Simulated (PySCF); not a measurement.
These 2 structures share the formula C3H7OP. Computed with PySCF 2.14.0, PBE0-D3(BJ)/def2-SVP geometry optimisation, gas phase. Energies are electronic, without zero-point or thermal terms, for one conformer each. No frequencies were run at this level. Point groups hold within 0.08 Å.

Problem. Order them by energy at this level, lowest first, and give relative energies in kJ/mol.
A. `[CH3:1][PH:2][C:3]([CH3:4])=[O:5]` with C1–P2–C3–C4 48°
B. `C[C@@H]1C[P@@H]1=O`

Solution. A (0.0), B (57.3).

As drawn, the lower has a C=O bond, which the higher lacks; the higher has a three-membered ring and a P=O bond, which the lower lacks.

```json
{"SMILES": "CPC(C)=O", "E (Eh)": "-534.50095", "E rel (kJ/mol)": "0.0", "dipole (D)": "3.11", "point group": "C1", "A, B, C (MHz)": "6117, 2877, 2196"}
{"SMILES": "C[C@@H]1C[P@@H]1=O", "E (Eh)": "-534.47913", "E rel (kJ/mol)": "57.3", "dipole (D)": "3.78", "point group": "C1", "A, B, C (MHz)": "6749, 3376, 2690"}
```
